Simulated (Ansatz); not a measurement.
A nudged elastic band was laid between two geometries of CH3 + H4Si (9 atoms, charge 0, multiplicity 2).

The calculation used UKS revPBE-D4/def2-mTZVP (Ansatz 0.2.0).

- movable images: 9
- climbing image: yes
- spring: 5.0 eV/Å²
- optimiser: quadratic models (default)
- start path: through a guess of the saddle point
- force threshold: 0.03 eV/Å
- iteration limit: 60
- end points: relaxed

Image 0:

```xyz
9
Properties=species:S:1:pos:R:3
H 0.425 0.063 0.235
Si 1.746 0.289 0.903
C -2.185 -0.362 -1.130
H 1.739 1.617 1.597
H 1.995 -0.793 1.908
H 2.838 0.273 -0.122
H -1.996 -1.433 -1.163
H -1.860 0.273 -1.951
H -2.703 0.073 -0.277
```

Image 10:

```xyz
9
Properties=species:S:1:pos:R:3
H -0.894 -0.159 -0.461
Si 2.023 0.332 1.043
C -1.862 -0.310 -0.960
H 1.957 1.669 1.719
H 2.235 -0.765 2.043
H 3.092 0.314 -0.008
H -2.007 -1.380 -1.158
H -1.875 0.244 -1.908
H -2.669 0.055 -0.311
```

(1) Which bonds break or form, and what moves?

(2) Give the energies along the band, and the barrier.

(3) What is the geometry of the highest image?

(4) What are the harmonic wavenumbers there?

## Answers

(1) Bonds broken: H1–Si2. Bonds formed: H1–C3. CH3 + H4Si becomes CH4 + H3Si.

(2) It converged. The highest image is number 5 of 0 to 10, 11.9 kJ/mol above the first end and 92.8 kJ/mol above the last; the last end lies 80.9 kJ/mol below the first. A vibrational analysis at the climbing image gives one clearly imaginary mode, 443i cm⁻¹: a first-order saddle point.

| image | path coordinate (Å) | energy (kJ/mol) | H1–Si2 (Å) | H1–C3 (Å) |
| --- | --- | --- | --- | --- |
| 0 | 0.00 | 0.0 | 1.50 | 2.98 |
| 1 | 0.36 | 0.1 | 1.50 | 2.81 |
| 2 | 0.72 | 0.6 | 1.50 | 2.65 |
| 3 | 1.08 | 2.2 | 1.50 | 2.41 |
| 4 | 1.44 | 6.0 | 1.51 | 2.14 |
| 5 | 1.80 | 11.9 | 1.59 | 1.73 |
| 6 | 2.26 | -55.9 | 2.09 | 1.16 |
| 7 | 2.71 | -72.3 | 2.44 | 1.10 |
| 8 | 3.16 | -78.1 | 2.73 | 1.10 |
| 9 | 3.62 | -80.4 | 3.02 | 1.10 |
| 10 | 4.07 | -80.9 | 3.32 | 1.10 |

(3) 
```xyz
9
Properties=species:S:1:pos:R:3
H -0.040 -0.007 -0.021
Si 1.355 0.226 0.699
C -1.563 -0.261 -0.806
H 1.346 1.549 1.407
H 1.599 -0.866 1.698
H 2.458 0.219 -0.319
H -1.532 -1.346 -0.904
H -1.397 0.330 -1.708
H -2.225 0.157 -0.047
```

(4) 443i, 11i, 178, 178, 469, 469, 627, 835, 905, 905, 982, 982, 1171, 1385, 1385, 2145, 2162, 2162, 3026, 3185, 3185 cm⁻¹.

The run took 4 min on 2 threads of Arm Neoverse V1, with other jobs on the host, peak memory 0.13 GiB.
